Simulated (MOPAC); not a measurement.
MOPAC input (PM7):

```
PM7 1SCF CHARGE=-1 GEO-OK AUX(PRECISION=9) THREADS=1
C3H3

C     0.00000034 1   -0.00879282 1    0.11429267 1
C     0.00063634 1    0.06997282 1    1.38676583 1
C    -0.00016681 1    0.04932928 1   -1.23370407 1
H    -0.00240573 1   -0.82834392 1    2.00699519 1
H     0.92338430 1    0.07933898 1   -1.80581793 1
H    -0.92379778 1    0.08594923 1   -1.80530386 1
```

Output:

```
 *******************************************************************************
 **                                                                           **
 **                              MOPAC v23.2.5                                **
 **                                                                           **
 *******************************************************************************
 ** MOPAC's Digital Object Identifier: https://doi.org/10.5281/zenodo.6511958 **
 **                                                                           **
 ** Please cite the open-source release paper for use of this MOPAC version:  **
 ** J. E. Moussa and J. J. P. Stewart (2026)                                  **
 ** MOPAC: An open-source semiempirical molecular orbital program             **
 ** J. Open Source Softw., 11(119), 8025, https://doi.org/10.21105/joss.08025 **
 *******************************************************************************

                              PM7 CALCULATION RESULTS

 *******************************************************************************
 *  PM7        - The PM7 Hamiltonian to be used
 *  GEO-OK     - OVERRIDE INTERATOMIC DISTANCE AND OTHER SAFETY CHECKS
 *
 *
 *
 *                 CHARGE ON SYSTEM = -1
 *
 *
 *
 *  1SCF       - DO 1 SCF AND THEN STOP
 *  AUX        - OUTPUT AUXILIARY INFORMATION
 *******************************************************************************
PM7 1SCF CHARGE=-1 GEO-OK AUX(PRECISION=9) THREADS=1
 C3H3

   ATOM   CHEMICAL          X               Y               Z
  NUMBER   SYMBOL      (ANGSTROMS)     (ANGSTROMS)     (ANGSTROMS)

     1       C          0.00000034  *  -0.00879282  *   0.11429267  *
     2       C          0.00063634  *   0.06997282  *   1.38676583  *
     3       C         -0.00016681  *   0.04932928  *  -1.23370407  *
     4       H         -0.00240573  *  -0.82834392  *   2.00699519  *
     5       H          0.92338430  *   0.07933898  *  -1.80581793  *
     6       H         -0.92379778  *   0.08594923  *  -1.80530386  *

          CARTESIAN COORDINATES

    NO.       ATOM           X           Y           Z

     1         C          0.0000     -0.0088      0.1143
     2         C          0.0006      0.0700      1.3868
     3         C         -0.0002      0.0493     -1.2337
     4         H         -0.0024     -0.8283      2.0070
     5         H          0.9234      0.0793     -1.8058
     6         H         -0.9238      0.0859     -1.8053

 General Reference for PM7:
 "Optimization of Parameters for Semiempirical Methods VI: More Modifications to the
 NDDO Approximations and Re-optimization of Parameters", J. J. P. Stewart, J. Mol. Mod., 1:32, 19 (2013)
 https://link.springer.com/article/10.1007/s00894-012-1667-x

           Empirical Formula: C3 H3  =     6 atoms

      MOLECULAR POINT GROUP   :   Cs

      RHF CALCULATION, NO. OF DOUBLY OCCUPIED LEVELS = 8

 -------------------------------------------------------------------------------
 PM7 1SCF CHARGE=-1 GEO-OK AUX(PRECISION=9) THREADS=1
 C3H3

     1SCF WAS SPECIFIED, SO BFGS WAS NOT USED
     SCF FIELD WAS ACHIEVED

                              PM7 CALCULATION
                                                       MOPAC v23.2.5 Linux

          FINAL HEAT OF FORMATION =         64.89448 KCAL/MOL =     271.51852 KJ/MOL

          COSMO AREA              =         86.31 SQUARE ANGSTROMS
          COSMO VOLUME            =         67.82 CUBIC ANGSTROMS

          IONIZATION POTENTIAL    =          1.865899 EV
          HOMO LUMO ENERGIES (EV) =         -1.866  7.805
          NO. OF FILLED LEVELS    =          8
          MOLECULAR WEIGHT        =         39.0567         POINT GROUP:  Cs

          MOLECULAR DIMENSIONS (Angstroms)

            Atom       Atom       Distance
            H     6    H     4     4.02722
            H     5    H     4     1.79796
            C     2    H     6     0.72958

          SCF CALCULATIONS        =          1

   ATOM   CHEMICAL          X               Y               Z
  NUMBER   SYMBOL      (ANGSTROMS)     (ANGSTROMS)     (ANGSTROMS)

     1       C          0.00000034  *  -0.00879282  *   0.11429267  *
     2       C          0.00063634  *   0.06997282  *   1.38676583  *
     3       C         -0.00016681  *   0.04932928  *  -1.23370407  *
     4       H         -0.00240573  *  -0.82834392  *   2.00699519  *
     5       H          0.92338430  *   0.07933898  *  -1.80581793  *
     6       H         -0.92379778  *   0.08594923  *  -1.80530386  *

                             CARTESIAN COORDINATES

   1    C        0.000000340    -0.008792820     0.114292670
   2    C        0.000636340     0.069972820     1.386765830
   3    C       -0.000166810     0.049329280    -1.233704070
   4    H       -0.002405730    -0.828343920     2.006995190
   5    H        0.923384300     0.079338980    -1.805817930
   6    H       -0.923797780     0.085949230    -1.805303860

           Empirical Formula: C3 H3  =     6 atoms

      MOLECULAR POINT GROUP   :   Cs

                  EIGENVALUES
 -19.62886 -16.52779 -10.70389  -8.72601  -8.03771  -5.27300  -3.63759  -1.86590
   7.80480   8.12833  11.95316  12.23052  12.53447  12.81587  13.94256

              NET ATOMIC CHARGES AND DIPOLE CONTRIBUTIONS

  ATOM NO.   TYPE          CHARGE      No. of ELECS.   s-Pop       p-Pop
    1          C           0.062203        3.9378     1.13348     2.80432
    2          C          -0.637640        4.6376     1.24828     3.38936
    3          C          -0.761517        4.7615     1.03582     3.72570
    4          H           0.100411        0.8996     0.89959
    5          H           0.118272        0.8817     0.88173
    6          H           0.118272        0.8817     0.88173
 DIPOLE           X         Y         Z       TOTAL
 POINT-CHG.    -0.002    -0.622    -0.588     0.856
 HYBRID        -0.004    -0.937    -0.652     1.142
 SUM           -0.006    -1.559    -1.240     1.992

          ATOMIC ORBITAL ELECTRON POPULATIONS

     Atom    s        px        py        pz
    1  C   1.13348   1.03889   0.79064   0.97478
    2  C   1.24828   0.98271   1.33019   1.07646
    3  C   1.03582   1.11455   1.57779   1.03336
    4  H   0.89959
    5  H   0.88173
    6  H   0.88173

 **********************
 *                    *
 * JOB ENDED NORMALLY *
 *                    *
 **********************

 == MOPAC DONE ==
```

The dipole moment of an ion depends on the origin.
